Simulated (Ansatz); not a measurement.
**BH2Cl (SMILES BCl): levels of theory compared**

We compute a comparison of 6 runs (HF/STO-3G, HSE06/STO-3G, UPBE0/STO-3G, CCSDT(Q)/STO-3G, CCSDTQ/STO-3G, CCSD/STO-3G) of BH2Cl. 

Program for the calculation: Ansatz 0.2.0.

56 further runs of the same task are left out: 2 that didn't finish, 54 set aside as unsound or not needed.

### Step 1. The system as given

BH2Cl has 4 atoms, charge 0, and is taken as a singlet. As SMILES, `BCl`. The Cl2–B1 distance was set to 2.600 Å, away from the relaxed value.

Bond lengths: B1–H3 1.190 Å, B1–H4 1.190 Å. Angles: H3–B1–H4 123.7°. A long bond or contact: B1–Cl2 2.600 Å.

### Step 2. A single-point energy at HF/STO-3G (run 1)

Contents of molecule.yaml:

```yaml
crystal:
  periodic: [false, false, false]
  atoms:
    - {symbol: B, position_ang: [-0.857556, 0.230202, -0.473553]}
    - {symbol: Cl, position_ang: [1.365000, -0.395300, 0.721200]}
    - {symbol: H, position_ang: [-1.847056, -0.350998, -0.157853]}
    - {symbol: H, position_ang: [-0.827456, 1.081302, -1.304853]}
basis:
  gaussian:
    orbitals: STO-3G
hamiltonian:
  xc: hf
accuracy: high
```

On the command line:

```sh
$ ansatz run molecule.yaml --threads 1 --pin off --max-ram 2610MiB --events-out events.jsonl --progress --plain --runs-dir runs
```

Output:

```text
Warning: RAYON_NUM_THREADS=1 ignored (pool sized by the plan → 1); use --threads N
Functional definition: HF
  name "HF"
  exchange = exact_x
  correlation = 0
253 factors; integrals over basis functions are off by at most 1.9e-8 eV
mean field evaluation 1: about -13057.7281 eV, gradient 1.7e1 eV
mean field evaluation 2: about -13057.7320 eV, gradient 1.7e1 eV
mean field evaluation 4: about -13060.8638 eV, gradient 1.8e0 eV
mean field evaluation 8: about -13060.8842 eV, gradient 7.0e-2 eV
mean field -13060.88426960 eV, -479.9786439226 hartree, gradient 1.1e-8 eV, S^2 0.000000; 0 other end points of the search recorded, 0 dependent functions left out
reference -13060.88426960 eV, -479.9786439226 hartree; 12, 12 occupied and 4, 4 virtual orbitals, 253 factors
Total energy: -13060.88426960 eV, -479.9786439226 hartree
```

It took 0.08 s on 1 thread of Arm Neoverse V1, shared host.

### Step 3. A single-point energy at HSE06/STO-3G (run 2)

molecule.yaml, as its differences from that of step 2:

```diff
@@ -11,3 +11,3 @@
 hamiltonian:
-  xc: hf
+  xc: hse06
 accuracy: high
```

On the command line:

```sh
$ ansatz run molecule.yaml --threads 1 --pin off --max-ram 2610MiB --events-out events.jsonl --progress --plain --runs-dir runs
```

Output:

```text
Warning: RAYON_NUM_THREADS=1 ignored (pool sized by the plan → 1); use --threads N
Functional definition: HSE06
  name "HSE06"
  parameter a = 0.25
  parameter omega = 0.11/bohr
  exchange = pbe_x - a*pbe_x_sr(omega) + a*exact_x_sr(omega)
  correlation = pbe_c
253 factors; integrals over basis functions are off by at most 1.9e-8 eV
59 factors; integrals over basis functions are off by at most 9.2e-10 eV
mean field evaluation 1: about -13075.1619 eV, gradient 1.8e1 eV
mean field evaluation 2: about -12995.1685 eV, gradient 9.0e1 eV
mean field evaluation 4: about -13078.2025 eV, gradient 5.1e0 eV
mean field evaluation 8: about -13078.3675 eV, gradient 1.9e-1 eV
mean field evaluation 16: about -13078.3208 eV, gradient 4.5e-6 eV
mean field -13078.32081794 eV, -480.6194252552 hartree, gradient 1.5e-8 eV, S^2 0.000000; 0 other end points of the search recorded, 0 dependent functions left out
reference -13078.32081962 eV, -480.6194253168 hartree; 12, 12 occupied and 4, 4 virtual orbitals, 253 factors
Total energy: -13078.32081962 eV, -480.6194253168 hartree
```

Wall time 0.93 s (1 thread of Arm Neoverse V1, shared host).

Runs 3 to 5 aren't shown in full; the table further down has their settings and results.

### Step 4. The energy at CCSD/STO-3G (run 6)

Contents of run.yaml:

```yaml
crystal:
  periodic: [false, false, false]
  atoms:
    - {symbol: B, position_ang: [-0.857556, 0.230202, -0.473553]}
    - {symbol: Cl, position_ang: [1.365000, -0.395300, 0.721200]}
    - {symbol: H, position_ang: [-1.847056, -0.350998, -0.157853]}
    - {symbol: H, position_ang: [-0.827456, 1.081302, -1.304853]}
basis:
  gaussian:
    orbitals: STO-3G
correlation:
  method: ccsd
  frozen_orbitals: {B: 1, Cl: 5, H: 0}
accuracy: high
scf:
  omitted_lower_state_checks: [cluster_reference, increment]
```

On the command line:

```sh
$ ansatz run run.yaml --threads 1 --pin off --max-ram 2610MiB --events-out events.jsonl --progress --plain --runs-dir runs
```

Output, cut to the lines that bear on the results:

```text
Warning: RAYON_NUM_THREADS=1 ignored (pool sized by the plan → 1); use --threads N
[... 2 set-up lines as earlier in the session ...]
[...]
253 factors; integrals over basis functions are off by at most 1.9e-8 eV
[...]
mean field -13060.88426960 eV, -479.9786439226 hartree, gradient 1.1e-8 eV, S^2 0.000000; 0 other end points of the search recorded, 0 dependent functions left out; unrestricted orbitals would lower it
6 core orbitals not correlated: weight in the atoms' cores, before any rotation towards them, 1.000 or more for the frozen orbitals, at most 0.000 for the correlated occupied ones
reference -13060.88426960 eV, -479.9786439226 hartree; 6, 6 occupied and 4, 4 virtual orbitals, 253 factors
second order -1.47272234 eV of doubles, -0.00000000 eV of singles
cycle   1  -1.83038175 eV  change   -3.6e-1 eV  update   1.0e-1
[...]
cycle  20  -2.22046865 eV  change  -7.6e-12 eV  update  9.0e-10
Total energy: -13063.10473825 eV, -480.0602446404 hartree
Checks for a lower state left out: cluster_reference, increment
```

Run time: 0.12 s. Hardware: 1 thread of Arm Neoverse V1, shared host.

### Step 5. Overview of the runs

```
run            level  frozen core orbitals  energy (Eh)  wall time
  1        HF/STO-3G                     –  -479.978644     0.08 s
  2     HSE06/STO-3G                     –  -480.619425     0.93 s
  3     UPBE0/STO-3G                     –  -480.628876      1.2 s
  4  CCSDT(Q)/STO-3G                     6  -480.063280      0.2 s
  5    CCSDTQ/STO-3G                     6  -480.063216      1.8 s
  6      CCSD/STO-3G                     6  -480.060245     0.12 s
```

### Step 6. What came out

| quantity | value |
| --- | --- |
| run 6: total energy | -480.06024 Eh |
| run 6: correlation energy (6 core orbitals frozen) | -81.6 mEh |
| run 6: T1 diagnostic | 0.031 |

Below the HF energy at the same shape and in the same basis (STO-3G): CCSDT(Q) -84.6 mEh; CCSDTQ -84.6 mEh; CCSD -81.6 mEh. Totals of different functionals can't be ranked against each other. In run 6 the T1 diagnostic is large, so a single reference may not serve. In runs 4, 5, 6 the log says that unrestricted orbitals would lower the reference, so the values rest on an unstable closed-shell determinant (other closed-shell runs at this shape may share the fault). In runs 1, 2, 3, 4, 5, 6 the basis is minimal, so the values are rough. All runs together took 4.4 s, the longest 1.8 s.
